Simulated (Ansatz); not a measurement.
Born–Oppenheimer molecular dynamics of BCl2H2 (5 atoms, charge 0, multiplicity 2). It starts at the highest image of a converged band. Of that band: A vibrational analysis at the climbing image gives 2 clearly imaginary modes (476i, 392i cm⁻¹): a point of higher order, so a lower path passes nearby.

All numbers below come from UKS B3LYP-D4/def2-SVP in Ansatz.

```json
{"ensemble": "NVE (velocity Verlet)", "time step": "0.5 fs", "steps asked": "200", "starting velocities drawn for": "100 K", "seed": "2993"}
```

First frame:

```xyz
5
Properties=species:S:1:pos:R:3
B -0.046 0.000 -0.027
Cl -0.030 0.001 2.185
H 1.028 0.000 -0.564
Cl -1.546 0.000 -0.873
H 0.013 0.000 3.644
```

Question: How far do the bonds stretch over the last three quarters of this one trajectory? (Pairs bonded in most of those frames.)

Answer: 
```csv
bond,mean (Å),spread (Å),shortest,longest
B1–Cl2,1.752,0.094,1.60,1.98
B1–H3,1.201,0.007,1.19,1.21
B1–Cl4,1.753,0.093,1.59,1.90
```

Mean temperature of the second half: 2231 K. The conserved energy stayed within 0.12 meV per atom of its start (net change -0.051 meV per atom), so the integration is sound. The kinetic energy rose, since the run started high on the potential surface and went downhill. It ends in pieces (BCl2H + H), so much of that is their flight and rotation, not heat. A run of 0.1 ps of so small a system gives no equilibrium averages.

The run took 4.3 min on 2 threads of Arm Neoverse V1, on a shared host, peak memory 0.14 GiB.
